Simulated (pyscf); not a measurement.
Single points on ωB97X-D3(BJ)/def2-SVP structures (PySCF, gas phase).

Task: For the elementary gas-phase step F–Sb(F)–F + H₂O → HO–Sb(F)–F + HF (singlet surface; F–Sb, H–O broken, O–Sb, F–H formed), what barrier and reaction energy does ωB97M-D3(BJ)/def2-TZVP give, measured from the separated reactants?

Result: ΔE‡ = 6.5 kcal/mol, ΔE = +6.4 kcal/mol. Zero-point energy shifts the barrier by +0.2 kcal/mol. It is a four-centre exchange, with an imaginary mode of 585i cm⁻¹. On the reactant side the descent ends in a bound adduct, 11.9 kcal/mol under the separated species and 17.4 kcal/mol under the saddle at ωB97X-D3(BJ)/def2-TZVP. On the product side the descent ends in a bound adduct, 8.7 kcal/mol under the separated species and 8.3 kcal/mol under the saddle at ωB97X-D3(BJ)/def2-TZVP. This is the saddle that the search found; another between the same sides may lie lower. Elements past Kr carry the def2 core potentials, without spin-orbit coupling.
